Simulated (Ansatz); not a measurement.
The cluster Si₃⁻. Charge -1, multiplicity 2. Geometry PBE-D4/def2-TZVP, that of the neutral singlet; atoms count from 1.

| atom | x (Å) | y (Å) | z (Å) |
| --- | --- | --- | --- |
| Si1 | 0.745 | 0.104 | 0.806 |
| Si2 | -0.735 | -1.346 | 0.100 |
| Si3 | -0.010 | 1.241 | -0.905 |

The structure comes from a short search, and lower isomers may exist.

(1) Estimate the Mulliken populations from the PBE0/def2-TZVPD orbitals of Ansatz.

(2) Where does the spin sit?

(3) And the Mayer bond orders between heavy atoms (over 0.3)?

Results:

(1) 
| atom | charge (e) | spin (α − β) |
| --- | --- | --- |
| Si1 | -0.40 | 0.24 |
| Si2 | -0.30 | 0.38 |
| Si3 | -0.30 | 0.38 |
Mulliken values depend strongly on the basis. With diffuse functions, as here, like atoms can get unlike values, and bond orders can come out too low or too high.

(2) Summed by element: Si 1.00, of 1 unpaired in all. Largest on single atoms: Si2 0.38, Si3 0.38, Si1 0.24.

(3) Si1–Si2 1.53 (2.19 Å); Si1–Si3 1.53 (2.19 Å); Si2–Si3 1.02 (2.87 Å).
